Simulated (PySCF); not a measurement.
C4H10O: core ionisation energies

C4H10O.
Cartesian coordinates in Å at the PBE0-D3(BJ)/def2-SVP level; atoms count from 1:
```xyz
15
C4H10O angstrom
C      1.9313    0.5803   -0.2846
O      0.9628   -0.4120   -0.3997
C     -0.2298   -0.1791    0.3153
C     -0.9440   -1.5121    0.4105
C     -1.0918    0.8885   -0.3449
H      2.8301    0.2334   -0.8144
H      2.2037    0.7723    0.7732
H      1.6238    1.5444   -0.7337
H      0.0302    0.1612    1.3415
H     -1.1846   -1.8818   -0.5982
H     -1.8794   -1.4202    0.9817
H     -0.3001   -2.2559    0.9010
H     -0.5733    1.8569   -0.4050
H     -1.3586    0.5781   -1.3673
H     -2.0202    1.0458    0.2245
```

Level of theory: delta-SCF UKS SCAN, pcX-2 on the ionised atom, pcseg-1 elsewhere, spin-free X2C (PySCF). Binding energies are ΔSCF values: E(core-ionised, relaxed orbitals) − E(ground state) at a fixed geometry, referred to the vacuum level.

Give the core binding energies atom by atom.

| atom(s) | environment | level | binding energy (eV) | above the level's lowest (eV) | count |
| --- | --- | --- | --- | --- | --- |
| C4/C5 | methyl carbon | C 1s | 290.49 | 0.00 | 2 |
| C3 | sp3 carbon bound to oxygen | C 1s | 291.96 | +1.47 | 1 |
| C1 | methoxy carbon | C 1s | 292.05 | +1.56 | 1 |
| O2 | ether oxygen | O 1s | 538.11 | 0.00 | 1 |

The listed C 1s values span 1.56 eV, from C4/C5 (bonded to C and 3 H) to C1 (bonded to O and 3 H). Summing the Pauling electronegativity differences to the bonded atoms, each weighted by its formal bond order, gives -1.05 for the lowest site and -0.16 for the highest; the largest sum, +0.54, belongs to C3, 0.09 eV below the top.

Which photon energy gives electrons from C 1s of C1 a kinetic energy of 20 eV, and what is their de Broglie wavelength?

hν = 292.05 + 20 = 312.05 eV, recoil neglected; λ = 12.264 Å/√(E/eV) = 2.74 Å.

Which effective nuclear charge Zeff reproduces each element's mean 1s value in the hydrogen-like formula E = 13.606 eV × Zeff²?

C (Z = 6): mean 291.2 eV, Zeff = 4.63, Z − Zeff = 1.37; O (Z = 8): mean 538.1 eV, Zeff = 6.29, Z − Zeff = 1.71. Means run over the listed sites, weighted by atom count.

Topologically equivalent atoms share the value of their first member; where this conformer doesn't relate them by symmetry, their own values could differ. Isolated species at its PBE0-D3(BJ)/def2-SVP geometry (one conformer only).

The run took 28 s of wall time on one thread of an Arm Neoverse V1, shared host.
